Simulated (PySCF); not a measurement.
Gas-phase reaction: 3 (CH3)3SiH + C6H6 → 3 H2CSiH2 + 4 C3H6 (cyclic)

Computed with PySCF (xtb for GFN2) and rigid-rotor harmonic-oscillator thermochemistry at 1 bar. † marks an energy on the PBE0/def2-TZVP geometry and frequencies; other levels use their own. MP2 and CCSD(T) freeze the core. All species are closed-shell singlets. H2CSiH2: computed as isolated molecules; such fragments, hydroxides, amides, oligomers or adducts are transient or little studied in the gas. MP2 isn't extrapolated to the basis-set limit; its ΔH°(298 K) is 1131.1 kJ in def2-SVP and 1184.4 kJ in def2-TZVPP. CCSD(T) isn't extrapolated to the basis-set limit. The harmonic model lacks anharmonicity and excited electronic states, which grow with temperature; levels with a mode under 35 cm⁻¹ are left out. Internal rotation in (CH3)3SiH is treated as a harmonic vibration of one conformer, which makes the entropy rough.

```csv
level,"ΔE electronic, kJ","ΔH°(298 K), kJ","ΔS°(298 K), J/K","ΔG°(600 K), kJ"
BLYP/def2-TZVP†,1097,1071,420,824
CCSD(T)/def2-SVP†,1109,1084,420,837
GFN2-xTB,721,681,401,445
HF/def2-TZVP†,1187,1161,420,914
MP2/def2-SVP†,1157,1131,420,884
PBE/def2-TZVP†,1126,1100,420,853
PBE0/def2-TZVP,1167,1141,420,894
r2SCAN/def2-TZVP†,1199,1173,420,927
ωB97M-V/def2-TZVP†,1195,1169,420,922
ωB97X-V/def2-TZVP†,1191,1165,420,918
```
ΔH° is lowest at GFN2-xTB and highest at r2SCAN/def2-TZVP†. No reference value is set beside these.
